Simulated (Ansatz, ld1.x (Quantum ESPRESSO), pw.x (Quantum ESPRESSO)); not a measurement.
# From atom to crystal: TM potential for beryllium

| Quantity | Value |
| --- | --- |
| Element | Be |
| Generator | ld1.x (Quantum ESPRESSO) 7.5 |
| Type | norm-conserving Troullier–Martins (Kleinman–Bylander form) |
| Functional | PBEsol |
| Relativity | scalar-relativistic |
| Frozen core | [He] |
| Valence charge | 2 |
| Reference configuration | 2s2 2p0 |
| Partial waves | 2p (bound, empty): rc 4.20 bohr; 3d channel at 0.15 Ry: rc 4.45 bohr; 2s (bound): rc 1.60 bohr |
| Local potential | the s channel |
| Core correction | none |

Crystal test: bcc Be in pw.x 7.5, no spin, 18³ k-points, Fermi–Dirac smearing 0.01 Ry, cutoffs 40/160 Ry. The reference is all-electron LAPW (Ansatz 0.2.0) with the same functional, mesh and smearing; V0 and B0 come from Birch–Murnaghan fits to the pressures at five volumes. Errors are pseudo minus all-electron; Δ is the rms difference of the E(V) curves that follow from these fits, minima aligned, over ±6 % about the mean V0. Mesh and smearing are coarse, so the numbers serve the comparison and aren't converged zero-temperature values; the lattice is a test structure that the element need not adopt.

All-electron: a0 = 2.493 Å (V0 = 7.75 Å³/atom), B0 = 123.4 GPa.

Problem. How far does the potential miss the all-electron equation of state?

Solution. mean pressure error (GPa): -60.22. The pressure does not cross zero within the volumes sampled, so no fit is given. The largest radius (4.45 bohr) exceeds half the bond length (2.04 bohr), so the spheres overlap, which is one possible source of error among others. This is a poor potential for the solid. The pseudo pressure rises with volume over the whole range, a mechanical instability.

```json
{"V (Å³/atom)": "7.360", "P all-electron (GPa)": "6.91", "P pseudo (GPa)": "-63.15"}
{"V (Å³/atom)": "7.553", "P all-electron (GPa)": "3.26", "P pseudo (GPa)": "-61.47"}
{"V (Å³/atom)": "7.747", "P all-electron (GPa)": "0.00", "P pseudo (GPa)": "-59.83"}
{"V (Å³/atom)": "7.941", "P all-electron (GPa)": "-2.92", "P pseudo (GPa)": "-58.23"}
{"V (Å³/atom)": "8.134", "P all-electron (GPa)": "-5.53", "P pseudo (GPa)": "-56.69"}
```

Problem. At the middle volume, how do free energy and pressure move when the wave cutoff is lowered (ecutrho kept at four times it)?

Solution.

| cutoff (Ry) | shift of F (meV/atom) | shift of P (GPa) |
| --- | --- | --- |
| 18 | +7.5 | +0.15 |
| 24 | +6.2 | +0.01 |
| 32 | +2.0 | -0.11 |

The run at the middle volume (195 k-points, 6 iterations) took about 8 s on one core of a shared host (Intel(R) Xeon(R) Platinum 8488C, 96 threads, 372 GiB, load 69).
